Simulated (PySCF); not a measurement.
Bond stretch in Li2, singlet. Each curve is given relative to its own lowest point near equilibrium.

```
R / Å      A      B      C
-----  -----  -----  -----
2.06   0.652  0.644  0.663
2.18   0.426  0.420  0.452
2.33   0.217  0.220  0.264
2.49   0.054  0.087  0.151
2.57   0.024  0.046  0.100
2.68   0.003  0.012  0.052
2.74   0.000  0.003  0.033
2.81   0.002  0.000  0.018
2.88   0.009  0.004  0.008
3.04   0.039  0.033  0.000
3.20   0.079  0.086  0.007
3.42   0.141  0.182  0.028
3.67   0.206  0.310  0.058
4.13   0.299  0.558  0.105
4.57   0.354  0.779  0.135
4.96   0.382  0.946  0.150
5.53   0.403  1.133  0.162
6.01   0.412  1.239  0.166
6.79   0.419  1.315  0.169
7.42   0.421  1.300  0.170
8.31   0.423  1.184  0.171
```

Energies in eV.

Problem. Assign the columns to these levels of theory: PySCF 2.14.0 with MP2 on RHF/6-31G; UHF/6-31G run with PySCF; PySCF with MP2 on UHF/6-31G.

Solution. A is UMP2; B is RMP2; C is UHF.

The unrestricted determinant behind UHF, UMP2 is spin-contaminated at 2.06 to 8.31 Å (<S²> up to 1.0, against 0.00 for a pure singlet). The restricted form behind RMP2 keeps the bonding electrons paired and can't separate into open-shell fragments. The T1 diagnostic of CCSD on the restricted reference of RMP2 exceeds 0.045 at 4.57 to 8.31 Å.
